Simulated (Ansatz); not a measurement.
Basis-set series for the B atom. Total charge 0; spin multiplicity 2. A free atom.

| functional | basis | functions | energy (Eh) | HOMO (eV) | LUMO (eV) |
| --- | --- | --- | --- | --- | --- |
| PBE0 | def2-SVP | 14 | -24.58932 | -5.38 | -2.43 |
| PBE0 | def2-QZVPP | 57 | -24.61965 | -5.37 | -2.45 |
| ωB97M-V | def2-SVP | 14 | -24.61852 | -7.15 | -0.24 |
| ωB97M-V | def2-QZVPP | 57 | -24.65124 | -7.19 | -0.45 |

Question: Give the rows for def2-TZVPP. (An estimate is asked.)

Answer: The calculation gave: 
```tsv
functional	basis	functions	energy (Eh)	HOMO (eV)	LUMO (eV)
PBE0	def2-TZVPP	31	-24.61828	-5.36	-2.44
ωB97M-V	def2-TZVPP	31	-24.64963	-7.18	-0.39
```

HOMO and LUMO are taken over both spins.

Computed with Ansatz.
